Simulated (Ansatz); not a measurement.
```yaml
crystal:
  periodic: [false, false, false]
  atoms:
    - {symbol: Si, position_ang: [0.000000, 0.000000, -0.309102]}
    - {symbol: Ga, position_ang: [0.000000, 0.000000, 2.114162]}
    - {symbol: H, position_ang: [0.000000, 0.000000, -1.805060]}
basis:
  gaussian: {orbitals: def2-TZVP}
hamiltonian: {xc: pbe0}
relax: {f_tol: 0.004, max_steps: 80}
```

```sh
$ ansatz run in.yaml --threads 1 --pin off --events-out ev --progress --plain --max-ram 2176MiB
```

Steps of the relaxation (energy above the last step; positions in Å, forces in eV/Å):

```
3
step 1, 15.1 meV
Si    0.000    0.000   -0.309    0.000    0.000   -0.166
Ga    0.000    0.000    2.114    0.000    0.000    0.439
H     0.000    0.000   -1.805    0.000    0.000   -0.273
```

```
3
step 2, 0.4 meV
Si    0.000    0.000   -0.323    0.000    0.000    0.028
Ga    0.000    0.000    2.153    0.000    0.000    0.054
H     0.000    0.000   -1.830    0.000    0.000   -0.081
```

```
3
step 3, 0.0 meV
Si    0.000    0.000   -0.324    0.000    0.000    0.005
Ga    0.000    0.000    2.160    0.000    0.000   -0.001
H     0.000    0.000   -1.836    0.000    0.000   -0.005
```

```
3
step 4, 0.0 meV
Si    0.000    0.000   -0.324    0.000    0.000    0.000
Ga    0.000    0.000    2.160    0.000    0.000    0.000
H     0.000    0.000   -1.836    0.000    0.000    0.000
```

Close pairs at the end: Si1–H3 1.513 Å, Si1–Ga2 2.484 Å.

A stationary point of restricted PBE0 after 4 steps (its stability towards spin polarisation wasn't tested); no frequencies were run, so it isn't proven a minimum. 6 s on 1 thread of Intel Xeon 6975P-C, shared host.
